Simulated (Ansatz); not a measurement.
Cost and result for the atomization energy of C₂H₅NO₂, SMILES `C=NC(O)O` (10 atoms, 9 bonds).

Z-matrix (Å, degrees):
```
C
N 1 1.444
O 1 1.388 2 108.2
O 1 1.388 2 108.2 3 -123.9
H 1 1.096 2 113.9 3 118.0
C 2 1.257 1 118.2 3 -118.0
H 3 0.964 1 107.5 2 -39.0
H 4 0.964 1 107.5 2 38.8
H 6 1.089 2 119.4 1 180.0
H 6 1.096 2 123.2 1 -0.0
```

The species carries charge 0 and has multiplicity 1. Geometry: relaxed with PBE0-D4/def2-TZVP. It is one conformer, not always the lowest. Program: Ansatz. All runs use 4 threads of an Arm Neoverse V2 on a shared host. Times are those of one run each, without the atoms' runs, and a repeat can differ threefold. Electronic energies, without spin–orbit coupling; frozen cores. CCSD(T)/CBS adds CCSD(T) − MP2 in def2-TZVPP to the MP2 limit, and its time is that of the two runs behind it. T1 = 0.013. B3LYP takes the VWN-RPA correlation (the form of Gaussian; ORCA's B3LYP/G).

CCSD(T)/CBS is a level of theory with its own doubt, some kJ/mol a heavy atom from the limit and from the frozen cores, so smaller differences don't rank the functionals.

```tsv
level	functions	wall time
LDA (SPW92)/def2-TZVPP	225	0.8 s
revPBE-D4/def2-TZVPP	225	1.2 s
BLYP-D4/def2-TZVPP	225	1.2 s
CAM-B3LYP-D4/def2-TZVPP	225	1.7 s
B3LYP-D4/def2-TZVPP (with forces)	225	2.2 s
r2SCAN-D4/def2-TZVPP (with forces)	225	2.7 s
CCSD(T)/def2-SVP	95	2.9 s
B2PLYP/def2-TZVPP	225	3 s
B97M-V/def2-TZVPP	225	4.8 s
ωB97M-V/def2-TZVPP (with forces)	225	6 s
MP2/def2-QZVPP	435	12 s
CCSD(T)/def2-TZVPP	225	74 s
CCSD(T)/CBS(def2)	–	86 s
```

(1) What atomization energy does each give, and how far from CCSD(T)/CBS? (An estimate is asked.)

## Answers

(1) The calculation gave: 
```
                             level  atomization (kcal/mol)  difference from CCSD(T)/CBS  per bond
            LDA (SPW92)/def2-TZVPP                  1114.2                        171.8      19.1
              revPBE-D4/def2-TZVPP                   946.4                          4.0       0.4
                BLYP-D4/def2-TZVPP                   951.2                          8.8       1.0
           CAM-B3LYP-D4/def2-TZVPP                   947.5                          5.1       0.6
 B3LYP-D4/def2-TZVPP (with forces)                   942.2                         -0.2       0.0
r2SCAN-D4/def2-TZVPP (with forces)                   941.9                         -0.5      -0.1
                  CCSD(T)/def2-SVP                   886.3                        -56.1      -6.2
                 B2PLYP/def2-TZVPP                   932.5                         -9.9      -1.1
                 B97M-V/def2-TZVPP                   939.1                         -3.3      -0.4
  ωB97M-V/def2-TZVPP (with forces)                   945.9                          3.5       0.4
                    MP2/def2-QZVPP                   954.4                         12.0       1.3
                CCSD(T)/def2-TZVPP                   913.5                        -28.9      -3.2
                 CCSD(T)/CBS(def2)                   942.4                          0.0       0.0
```

In def2-TZVPP, CCSD(T) changes the Hartree–Fock value by +287.7 kcal/mol (the triples alone add +19.1 kcal/mol) and MP2 by +311.5 kcal/mol; breaking electron pairs costs correlation energy, which Hartree–Fock lacks. The D4 term adds +5.9 kcal/mol with B3LYP and +3.1 kcal/mol with PBE0; it sums over pairs of atoms, weighted by their polarisabilities, and B3LYP, whose exchange is more repulsive, gets the larger term. Leaving LDA and LC-ωPBE aside and taking each functional with its dispersion term where it has one, the values, not all of them listed here, spread over 80.2 kcal/mol, from BHLYP-D4 to PBE-D4. LDA lies +140.7 kcal/mol from PBE without D4, its usual overbinding.
